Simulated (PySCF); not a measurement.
Delta-SCF ions had no search for a lower state. Excitations are Tamm–Dancoff values on a coarser integration grid. The basis has no diffuse functions, so Rydberg states are missing or too high.

Cartesian coordinates (Å):
SMILES: C(C)(=O)C
```xyz
10

C     -1.2891    -0.0633     0.0261
C      0.0431     0.5922    -0.2311
C      1.2691    -0.2250     0.0845
O      0.1239     1.7121    -0.6667
H     -1.3711    -0.3502     1.0761
H     -2.0942     0.6187    -0.2330
H     -1.3772    -0.9789    -0.5618
H      1.2708    -0.5083     1.1387
H      1.2637    -1.1508    -0.4939
H      2.1644     0.3464    -0.1440
```
Charge 0, multiplicity 1.

Q: Give the vertical ionisation energy (Delta-SCF), LUMO and T1 excitation (TDA) at the level CAM-B3LYP-D3(BJ)/def2-TZVP run with PySCF.

A: 
```
Item                                     Result
--------------------------------------  -------
vertical ionisation energy (Delta-SCF)  9.70 eV
LUMO                                    0.92 eV
T1 excitation (TDA)                     3.96 eV
```
